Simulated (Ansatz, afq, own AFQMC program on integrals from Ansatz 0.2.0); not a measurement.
Two steps: Ansatz 0.2.0 writes the Fock matrix and Cholesky factors of the valence space, and afq projects on them the lowest state that overlaps trial and start.

```yaml
crystal:
  periodic: [false, false, false]
  atoms:
    - {symbol: O, position_ang: [0.000000, 0.074551, 0.542472]}
    - {symbol: C, position_ang: [0.000000, -0.152157, -0.604077]}
    - {symbol: H, position_ang: [0.000000, 0.629740, -1.412618]}
basis:
  gaussian: {orbitals: cc-pVDZ}
magnetization: {spin_polarized: false, initial_magnetization: 1}
correlation: {method: ccsd_t, electrons: outside_noble_gas, hamiltonian_folder: ham}
```

```sh
$ ansatz run in.yaml --threads 1 --pin off --events-out ev --progress --plain --max-ram 1382MiB
```

Options of the walk:

```
--method phaseless --trial hf --walkers 120 --populations 1 --least-time 40 --time-step 0.005 --steps-per-block 20 --equilibration-blocks 112 --max-blocks 600 --target-error 0.0012000 --factor-cut 1e-05 --start spin_pure --seed 4771 --taylor-order 6
```

Times are imaginary, in 1/Eh. The walk had a cap of 774 s.

Log:

```
orbitals 31  electrons 6 5  factors 234 of 303
reference energy -113.25420394 Eh
CCSD correlation -0.31072904 Eh in 12 cycles, weight of the determinant in the CISD state 0.8908
energy of the start -113.254204 Eh
 block  time / (1/Eh)  mean weight  energy / Eh
     1     0.100  1.0026  -113.349372
     2     0.200  1.0046  -113.420128
     3     0.300  1.0013  -113.448023
     4     0.400  1.0021  -113.500794
     5     0.500  1.0002  -113.506525
    10     1.000  0.9975  -113.543417
    86     8.600  1.0007  -113.556221
   171    17.100  1.0018  -113.577861
   222    22.200  0.9974  -113.510918
   256    25.600  0.9973  -113.613054
   341    34.100  1.0040  -113.599282
   426    42.600  0.9984  -113.569937
   511    51.100  0.9907  -113.578186
   596    59.600  0.9984  -113.544120
   630    63.000  1.0010  -113.659366
   681    68.100  0.9976  -113.578609
   698    69.800  0.9993  -113.579045
blocks merged  error / Eh  count
     1  0.001355  600
     2  0.001795  300
     4  0.002334  150
     8  0.002936  75
    16  0.003373  37
    32  0.003606  18
    64  0.004113  9
energy -113.577036 +/- 0.003606 Eh
(rows thinned)
```

The run failed at least one of its tests; the cautions name the faults.

Against this walk (error 98.1 meV) on the same determinant: CCSD(T) 43.1 meV higher (within the noise), CCSDT(Q) 0.8 meV higher (within the noise), a separate phaseless walk with a CISD trial and standard settings 21.7 ± 101.4 meV lower (within the noise). The error is statistical and leaves out the bias of the constraint.

Cautions: constraint bias not in the error; error above the target (98.1 against 32.7 meV).

The walk took 100 s on 1 thread of AMD EPYC 9R45 96-Core Processor (Zen 5), on a shared host. The log's last line is the phaseless energy.

CCSDT and higher add their correlation energy to the determinant of the CCSD(T) run, since their own runs factorise the integrals more tightly (a shift of under 2 meV). A walk keeps the symmetry of its determinant, which the program's search chose and which needn't be the lowest solution, so a lower state of the same spin and another symmetry isn't excluded.
